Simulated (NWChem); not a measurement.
System: C₂H₃F; SMILES C=CF

```xyz
6

C     -0.2367     1.1688     0.0000
C      0.4249     0.0197     0.0000
F     -0.1840    -1.1614     0.0000
H     -1.3284     1.1910     0.0000
H      0.3163     2.1084     0.0000
H      1.5158    -0.0751     0.0000
```
Atoms are numbered in this order, from 1.

Level: PBE0/def2-SVP (NWChem), optimised geometry, unscaled harmonic frequencies. 

### Question
List the harmonic frequencies with IR intensities, and the thermochemistry.

### Answer
| frequency (cm⁻¹) | IR intensity (km/mol) |
|---|---|
| 487 | 3.9 |
| 738 | 2.0 |
| 884 | 60.8 |
| 949 | 23.6 |
| 978 | 21.8 |
| 1210 | 109.5 |
| 1324 | 4.5 |
| 1396 | 6.0 |
| 1757 | 115.9 |
| 3192 | 2.2 |
| 3219 | 8.2 |
| 3307 | 0.1 |

```
Quantity                                                                           Result
-----------------------------------------------------------------------  ----------------
zero-point energy                                                           27.8 kcal/mol
thermal correction to the enthalpy at 298.15 K (with zero-point energy)     30.5 kcal/mol
heat capacity Cv                                                          9.8 cal/(mol K)
entropy at 298.15 K and 1 atm (symmetry number 1)                        60.2 cal/(mol K)
dipole moment                                                                      1.25 D
```

Rigid rotor and harmonic oscillator.
